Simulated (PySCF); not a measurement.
**How far each method lies from full CI for PH$_{4}$⁺, singlet**

Geometry: a point of a breathe scan, not a stationary point.

```xyz
5

P     0.0000    0.0000    0.0000
H     1.3891    1.3945    1.3914
H    -1.3957   -1.3874    1.3919
H    -1.3877    1.3889   -1.3985
H     1.3942   -1.3959   -1.3849
```

Basis 6-31G; PySCF 2.14.0. Only valence electrons are correlated (noble-gas cores frozen), which leaves 8 electrons in 16 orbitals. R marks a restricted (for open shells ROHF) determinant, U an unrestricted one.

Full CI is exact within this basis and frozen core; it isn't the basis-set limit. The frozen core follows each run's orbitals, which can shift R against U totals by a few meV.

Unrestricted rows (U) aren't spin-pure: their determinants' ⟨S²⟩ exceeds S(S+1) by up to 2.37, so they mix in states of higher spin.

The UHF ⟨S²⟩ is 2.369. The T1 diagnostic (ROHF- or RHF-based CCSD) is 0.0361 and the largest doubles amplitude (ROHF- or RHF-based CCSD) is 0.211.

```
    level  E − E(full CI) (kcal/mol)  share of correlation (%)  wall time
      RHF                     149.05                      0.00          –
      UHF                      70.50                     52.70          –
     RMP2                      58.33                     60.87          –
     UMP2                      54.16                     63.66          –
    RCCSD                      14.34                     90.38          –
    UCCSD                       9.03                     93.94          –
 RCCSD(T)                       5.56                     96.27     0.52 s
 UCCSD(T)                       4.71                     96.84      1.1 s
   RCCSDT                       1.99                     98.66          –
   UCCSDT                       0.87                     99.41      4.5 s
RCCSDT(Q)                       0.47                     99.69      1.2 s
```

The correlation energy at full CI, counted from RHF, is -6.463 eV. The search over symmetries took 9.1 min on 1 thread of Intel Xeon, shared host; the state has 1,656,848 determinants.

Times are those of the correlated step on a shared host, with one SCF added for the restricted CCSD run; they ran on 1 thread of Intel Xeon.

The full-CI state has the irrep A' of Cs, in the program's axes (one component, if the state is degenerate).

Natural occupations of full CI about the gap: 1.951 1.663 1.663 1.663 0.430 0.205 0.205 0.205 0.004 0.003; effectively unpaired electrons, Σ n²(2−n)², 1.82. No single determinant describes this state well, so single-reference rows can miss without a flag.
